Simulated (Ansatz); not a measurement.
**BH5O (B(H2O)H3): levels of theory compared**

We compute a comparison of 6 runs (UHF/STO-3G, BHLYP/STO-3G, UPBE/STO-3G, wB97X/STO-3G, BCCD(T)/STO-3G, CCSDT/STO-3G) of BH5O (B(H2O)H3). 

The results are computed with Ansatz 0.2.0.

53 further runs of the same task are left out: 53 set aside as unsound or not needed.

**1. The structure to begin with**

BH5O: 7 atoms, total charge 0, spin state singlet. As SMILES, `[H]B([H])([H])<-O`. The H4–O2 distance was set to 1.444 Å, away from the relaxed value. At this shape a bond of the SMILES string is far longer than usual.

Bond lengths: B1–O2 1.700 Å, O2–H3 0.963 Å, B1–H5 1.182 Å, B1–H6 1.191 Å, B1–H7 1.182 Å. Angles: B1–O2–H3 102.2°, O2–B1–H5 103.7°, O2–B1–H6 104.3°, O2–B1–H7 103.7°, H5–B1–H6 114.2°, H5–B1–H7 114.8°, H6–B1–H7 114.2°.

**2. A single-point energy at UHF/STO-3G (run 1)**

The input, in.yaml:

```yaml
crystal:
  periodic: [false, false, false]
  atoms:
    - {symbol: B, position_ang: [-0.124934, -0.539429, -0.775906]}
    - {symbol: O, position_ang: [-0.091914, -0.574379, 0.923714]}
    - {symbol: H, position_ang: [-1.028794, -0.570339, 1.145474]}
    - {symbol: H, position_ang: [0.486320, 0.708910, 1.244780]}
    - {symbol: H, position_ang: [1.017386, -0.496269, -1.077306]}
    - {symbol: H, position_ang: [-0.736994, 0.448591, -1.037206]}
    - {symbol: H, position_ang: [-0.677464, -1.543509, -1.065636]}
basis:
  gaussian:
    orbitals: STO-3G
magnetization:
  spin_polarized: true
  initial_magnetization: 0
hamiltonian:
  xc: hf
accuracy: high
```

On the command line:

```bash
$ ansatz run in.yaml --threads 1 --pin off --max-ram 2610MiB --events-out events.jsonl --progress --plain --runs-dir runs
```

The log of the run:

```text
Warning: RAYON_NUM_THREADS=1 ignored (pool sized by the plan → 1); use --threads N
Functional definition: HF
  name "HF"
  exchange = exact_x
  correlation = 0
251 factors; integrals over basis functions are off by at most 5.4e-8 eV
mean field evaluation 1: about -2746.5364 eV, gradient 1.0e1 eV
mean field evaluation 2: about -2746.6019 eV, gradient 1.0e1 eV
mean field evaluation 4: about -2747.6348 eV, gradient 1.3e0 eV
mean field evaluation 8: about -2747.6521 eV, gradient 5.6e-5 eV
mean field evaluation 16: about -2747.2987 eV, gradient 5.2e0 eV
mean field -2747.93044074 eV, -100.9845810831 hartree, gradient 3.4e-8 eV, S^2 0.399499; 1 other end points of the search recorded, 0 dependent functions left out
reference -2747.93044074 eV, -100.9845810831 hartree; 9, 9 occupied and 6, 6 virtual orbitals, 251 factors
Total energy: -2747.93044074 eV, -100.9845810831 hartree
```

Run time: 0.08 s. Hardware: 1 thread of Arm Neoverse V2, shared host.

**3. A single-point energy at BHLYP/STO-3G (run 2)**

The input, job.yaml:

```yaml
crystal:
  periodic: [false, false, false]
  atoms:
    - {symbol: B, position_ang: [-0.124934, -0.539429, -0.775906]}
    - {symbol: O, position_ang: [-0.091914, -0.574379, 0.923714]}
    - {symbol: H, position_ang: [-1.028794, -0.570339, 1.145474]}
    - {symbol: H, position_ang: [0.486320, 0.708910, 1.244780]}
    - {symbol: H, position_ang: [1.017386, -0.496269, -1.077306]}
    - {symbol: H, position_ang: [-0.736994, 0.448591, -1.037206]}
    - {symbol: H, position_ang: [-0.677464, -1.543509, -1.065636]}
basis:
  gaussian: {orbitals: STO-3G}
magnetization: {spin_polarized: false, initial_magnetization: 0}
accuracy: high
hamiltonian: {xc: {name: BHLYP}}
```

On the command line:

```bash
$ ansatz run job.yaml --threads 1 --pin off --max-ram 2610MiB --events-out events.jsonl --progress --plain --runs-dir runs
```

The log of the run:

```text
Warning: RAYON_NUM_THREADS=1 ignored (pool sized by the plan → 1); use --threads N
Functional definition: BHLYP
  name "BHLYP"
  parameter a = 0.5
  exchange = (1 - a)*b88_x + a*exact_x
  correlation = lyp_c
251 factors; integrals over basis functions are off by at most 5.4e-8 eV
mean field evaluation 1: about -2762.5371 eV, gradient 1.0e1 eV
mean field evaluation 2: about -2763.1049 eV, gradient 4.7e0 eV
mean field evaluation 4: about -2763.1793 eV, gradient 8.9e-2 eV
mean field evaluation 8: about -2763.1686 eV, gradient 9.1e-3 eV
mean field evaluation 16: about -2763.1686 eV, gradient 3.3e-7 eV
mean field -2763.16861496 eV, -101.5445736567 hartree, gradient 6.8e-8 eV, S^2 0.000000; 0 other end points of the search recorded, 0 dependent functions left out
reference -2763.16863345 eV, -101.5445743362 hartree; 9, 9 occupied and 6, 6 virtual orbitals, 251 factors
Total energy: -2763.16863345 eV, -101.5445743362 hartree
```

It took 0.8 s on 1 thread of Arm Neoverse V2, shared host; peak memory 0.092 GiB.

Runs 3 to 4 aren't shown in full; the table further down has their settings and results.

**4. The energy at BCCD(T)/STO-3G (run 5)**

Edit job.yaml of step 3 so:

```diff
@@ -11,5 +11,9 @@
 basis:
-  gaussian: {orbitals: STO-3G}
-magnetization: {spin_polarized: false, initial_magnetization: 0}
+  gaussian:
+    orbitals: STO-3G
 accuracy: high
-hamiltonian: {xc: {name: BHLYP}}
+scf:
+  omitted_lower_state_checks: [cluster_reference, increment]
+correlation:
+  method: bccd_t
+  frozen_orbitals: {B: 1, H: 0, O: 1}
```

On the command line:

```bash
$ ansatz run job.yaml --threads 1 --pin off --max-ram 2610MiB --events-out events.jsonl --progress --plain --runs-dir runs
```

The log of the run, shortened:

```text
Warning: RAYON_NUM_THREADS=1 ignored (pool sized by the plan → 1); use --threads N
[... 2 set-up lines as earlier in the session ...]
[...]
251 factors; integrals over basis functions are off by at most 5.4e-8 eV
[...]
mean field -2747.65205033 eV, -100.9743504242 hartree, gradient 1.0e-8 eV, S^2 0.000000; 0 other end points of the search recorded, 0 dependent functions left out; unrestricted orbitals would lower it
2 core orbitals not correlated: weight in the atoms' cores, before any rotation towards them, 1.000 or more for the frozen orbitals, at most 0.000 for the correlated occupied ones
reference -2747.65205033 eV, -100.9743504242 hartree; 7, 7 occupied and 6, 6 virtual orbitals, 251 factors
second order -3.14638692 eV of doubles, -0.00000000 eV of singles
cycle   1  -3.81889472 eV  change   -6.7e-1 eV  update   8.6e-2
[...]
cycle  25  -4.30022293 eV  change  -6.7e-10 eV  update  2.2e-10
perturbative correction -0.05411863 eV, -0.0019888231 hartree
Total energy: -2752.00639189 eV, -101.1343695252 hartree
Checks for a lower state left out: cluster_reference, increment
```

Wall time 0.12 s (1 thread of Arm Neoverse V2, shared host).

**5. A single-point energy at CCSDT/STO-3G (run 6)**

The input, run.yaml:

```yaml
crystal:
  periodic: [false, false, false]
  atoms:
    - symbol: B
      position_ang: [-0.124934, -0.539429, -0.775906]
    - symbol: O
      position_ang: [-0.091914, -0.574379, 0.923714]
    - symbol: H
      position_ang: [-1.028794, -0.570339, 1.145474]
    - symbol: H
      position_ang: [0.486320, 0.708910, 1.244780]
    - symbol: H
      position_ang: [1.017386, -0.496269, -1.077306]
    - symbol: H
      position_ang: [-0.736994, 0.448591, -1.037206]
    - symbol: H
      position_ang: [-0.677464, -1.543509, -1.065636]
basis:
  gaussian: {orbitals: STO-3G}
correlation: {method: ccsdt, frozen_orbitals: {B: 1, H: 0, O: 1}}
scf: {omitted_lower_state_checks: [cluster_reference, increment]}
accuracy: high
```

On the command line:

```bash
$ ansatz run run.yaml --threads 1 --pin off --max-ram 2610MiB --events-out events.jsonl --progress --plain --runs-dir runs
```

The log of the run, shortened:

```text
Warning: RAYON_NUM_THREADS=1 ignored (pool sized by the plan → 1); use --threads N
[... 2 set-up lines as earlier in the session ...]
[...]
251 factors; integrals over basis functions are off by at most 5.4e-8 eV
[...]
mean field -2747.65205033 eV, -100.9743504242 hartree, gradient 1.0e-8 eV, S^2 0.000000; 0 other end points of the search recorded, 0 dependent functions left out; unrestricted orbitals would lower it
2 core orbitals not correlated: weight in the atoms' cores, before any rotation towards them, 1.000 or more for the frozen orbitals, at most 0.000 for the correlated occupied ones
reference -2747.65205033 eV, -100.9743504242 hartree; 7, 7 occupied and 6, 6 virtual orbitals, 251 factors
second order -3.14638692 eV of doubles, -0.00000000 eV of singles
cycle   1  -3.81716325 eV  change   -6.7e-1 eV  update   8.9e-2
[...]
cycle  25  -4.36903432 eV  change  -4.7e-10 eV  update   1.4e-9
Total energy: -2752.02108465 eV, -101.1349094740 hartree
Checks for a lower state left out: cluster_reference, increment
```

Run time: 0.2 s. Hardware: 1 thread of Arm Neoverse V2, shared host.

**6. The series**

```tsv
run	level	frozen core orbitals	energy (Eh)	wall time
1	UHF/STO-3G	–	-100.984581	0.08 s
2	BHLYP/STO-3G	–	-101.544574	0.8 s
3	UPBE/STO-3G	–	-101.473607	1.4 s
4	wB97X/STO-3G	–	-101.583600	3.9 s
5	BCCD(T)/STO-3G	2	-101.134370	0.12 s
6	CCSDT/STO-3G	2	-101.134909	0.2 s
```

**7. What came out**

| quantity | value |
| --- | --- |
| run 6: total energy | -101.13491 Eh |
| run 6: correlation energy (2 core orbitals frozen) | -160.6 mEh |
| run 6: T1 diagnostic | 0.017 |

Below the UHF energy at the same shape and in the same basis (STO-3G): BCCD(T) -149.8 mEh; CCSDT -150.3 mEh. Some of these start from another determinant than that one, so these aren't their correlation energies. Totals of different functionals can't be ranked against each other. In runs 5, 6 the log says that unrestricted orbitals would lower the reference, so the values rest on an unstable closed-shell determinant (other closed-shell runs at this shape may share the fault). In runs 1, 2, 3, 4, 5, 6 the basis is minimal, so the values are rough. Spin contamination of the reference: run 1 ⟨S²⟩ = 0.40. All runs together took 6.6 s, the longest 3.9 s.
